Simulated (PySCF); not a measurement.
**Converging NaAl⁺ in the basis (CCSD(T))**

PySCF, UHF reference; doublet, unpaired electrons σ ↑; De to Na⁺ + Al without counterpoise correction. Frozen cores follow the default of each basis and core potential.

```
                      basis     relativity  functions  Re (Å)  ωe (cm⁻¹)  De (eV)  frozen orbitals
        cc-pVDZ/cc-pV(D+d)Z  no relativity         41   3.427        138     0.82                6
                  def2-SVPD  no relativity         42   3.472        128     0.79                6
aug-cc-pVDZ/aug-cc-pV(D+d)Z  no relativity         59   3.444        134     0.81                6
```

How does each smaller set differ from the one with most functions, aug-cc-pVDZ/aug-cc-pV(D+d)Z?

cc-pVDZ/cc-pV(D+d)Z: -1.7 pm, +3.0 % in ωe, +0.01 eV in De; def2-SVPD: +2.8 pm, -4.5 % in ωe, -0.02 eV in De. All at CCSD(T); the set with most functions is neither the basis-set limit nor always the best.

Correlated steps freeze 6 core orbitals. Correlated levels converge slowly with the basis: in double zeta they bind strong bonds too weakly, by up to about 1 eV, and carry superposition errors of some tenths. For an ion De counts to the pair picked by the measured ionisation energies or electron affinities, which need not be the lowest pair at this level. The state was picked by a PBE0 search and need not be the measured ground state.
